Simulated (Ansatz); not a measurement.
# HSE06/6-311+G(d,p) run of HNO3 (peroxynitrous acid)

Aim: the vertical ionisation energy of HNO3 (peroxynitrous acid) at HSE06/6-311+G**, from 2 runs. 

The calculation is run with Ansatz 0.2.0.

51 further runs of the same task are left out: 51 set aside as unsound or not needed.

## Step 1: The structure to begin with

The species is HNO3 (5 atoms), meant as a singlet with charge 0. As SMILES, `O=NOO`. The shape is that of a PBE0-D4/def2-TZVP optimisation. This is one conformer, not always the lowest.

Bond lengths: O1–N2 1.180 Å, N2–O3 1.353 Å, O3–O4 1.401 Å, O4–H5 0.984 Å. Angles: O1–N2–O3 114.6°, N2–O3–O4 114.1°, O3–O4–H5 101.0°.

## Step 2: A single-point energy at HSE06/6-311+G(d,p)

Contents of molecule.yaml:

```yaml
crystal:
  periodic: [false, false, false]
  atoms:
    - {symbol: O, position_ang: [0.136350, -0.835310, 0.979060]}
    - {symbol: "N", position_ang: [-0.871770, -0.628300, 0.400790]}
    - {symbol: O, position_ang: [-0.775090, 0.288530, -0.589000]}
    - {symbol: O, position_ang: [0.508600, 0.826880, -0.747550]}
    - {symbol: H, position_ang: [1.001920, 0.348200, -0.043280]}
basis:
  gaussian:
    orbitals: 6-311+G_st__st_.json
hamiltonian:
  xc: hse06
accuracy: high
output: {orbitals: {seedname: orbitals}}
```

The basis set 6-311+G** is read from a file made from the Basis Set Exchange's data (not shown).

On the command line:

```console
$ ansatz run molecule.yaml --threads 1 --pin off --max-ram 3480MiB --events-out events.jsonl --progress --plain --runs-dir runs
```

What it wrote:

```text
Warning: RAYON_NUM_THREADS=1 ignored (pool sized by the plan → 1); use --threads N
Functional definition: HSE06
  name "HSE06"
  parameter a = 0.25
  parameter omega = 0.11/bohr
  exchange = pbe_x - a*pbe_x_sr(omega) + a*exact_x_sr(omega)
  correlation = pbe_c
1794 factors; integrals over basis functions are off by at most 2.9e-9 eV
97 factors; integrals over basis functions are off by at most 1.9e-9 eV
mean field evaluation 1: about -7633.2512 eV, gradient 4.3e1 eV
mean field evaluation 2: about -7625.4226 eV, gradient 8.1e1 eV
mean field evaluation 4: about -7635.8624 eV, gradient 8.0e0 eV
mean field evaluation 8: about -7635.9859 eV, gradient 4.1e-1 eV
mean field evaluation 16: about -7635.9862 eV, gradient 3.4e-5 eV
mean field -7635.98618627 eV, -280.6173164881 hartree, gradient 9.7e-8 eV, S^2 0.000000; 0 other end points of the search recorded, 0 dependent functions left out
reference -7635.98619007 eV, -280.6173166276 hartree; 16, 16 occupied and 78, 78 virtual orbitals, 1794 factors
Total energy: -7635.98619007 eV, -280.6173166276 hartree
```

It took 4.8 s on 1 thread of Arm Neoverse V2, shared host; peak memory 0.26 GiB.

## Step 3: The doublet cation

Contents of run.yaml:

```yaml
basis:
  gaussian:
    orbitals: 6-311+G_st__st_.json
crystal:
  periodic: [false, false, false]
  atoms:
    - {symbol: O, position_ang: [0.136350, -0.835310, 0.979060]}
    - {symbol: "N", position_ang: [-0.871770, -0.628300, 0.400790]}
    - {symbol: O, position_ang: [-0.775090, 0.288530, -0.589000]}
    - {symbol: O, position_ang: [0.508600, 0.826880, -0.747550]}
    - {symbol: H, position_ang: [1.001920, 0.348200, -0.043280]}
total_charge: 1
magnetization:
  spin_polarized: true
  initial_magnetization: 1
hamiltonian:
  xc: {name: HSE06}
accuracy: high
output: {orbitals: {seedname: orbitals}}
```

The basis set 6-311+G** is read from a file made from the Basis Set Exchange's data (not shown).

On the command line:

```console
$ ansatz run run.yaml --threads 1 --pin off --max-ram 3480MiB --events-out events.jsonl --progress --plain --runs-dir runs
```

What it wrote, shortened:

```text
Warning: RAYON_NUM_THREADS=1 ignored (pool sized by the plan → 1); use --threads N
[... 6 set-up lines as earlier in the session ...]
1794 factors; integrals over basis functions are off by at most 2.9e-9 eV
97 factors; integrals over basis functions are off by at most 1.9e-9 eV
mean field evaluation 1: about -7617.5222 eV, gradient 4.3e1 eV
mean field evaluation 2: about -7567.0939 eV, gradient 1.1e2 eV
mean field evaluation 4: about -7622.3423 eV, gradient 1.8e1 eV
mean field evaluation 8: about -7623.5413 eV, gradient 7.0e-1 eV
mean field evaluation 16: about -7623.7694 eV, gradient 1.0e-2 eV
mean field evaluation 32: about -7623.6817 eV, gradient 4.5e0 eV
mean field evaluation 64: about -7623.7690 eV, gradient 1.7e-1 eV
mean field -7624.02034504 eV, -280.1775799337 hartree, gradient 1.7e-8 eV, S^2 0.760333; 3 other end points of the search recorded, 0 dependent functions left out
reference -7624.02034983 eV, -280.1775801095 hartree; 16, 15 occupied and 78, 79 virtual orbitals, 1794 factors
Total energy: -7624.02034983 eV, -280.1775801095 hartree
```

Wall time 25 s (1 thread of Arm Neoverse V2, shared host); peak memory 0.35 GiB.

## Step 4: Results

At HSE06/6-311+G**:

```
                                          quantity          value
                        singlet HNO3: total energy  -280.61732 Eh
                         singlet HNO3: HOMO energy       -8.82 eV
                         singlet HNO3: LUMO energy       -3.19 eV
                       singlet HNO3: HOMO–LUMO gap        5.63 eV
                      doublet cation: total energy  -280.17758 Eh
doublet cation: HOMO energy (highest over α and β)      -16.94 eV
 doublet cation: LUMO energy (lowest over α and β)      -15.16 eV
                              doublet cation: ⟨S²⟩          0.760
vertical ionisation energy (to the doublet cation)      11.966 eV
```

What this shows: Removing an electron at fixed nuclei costs 11.97 eV (276 kcal/mol). −ε(HOMO) before ionisation, 8.82 eV, is 3.14 eV below this ionisation energy.
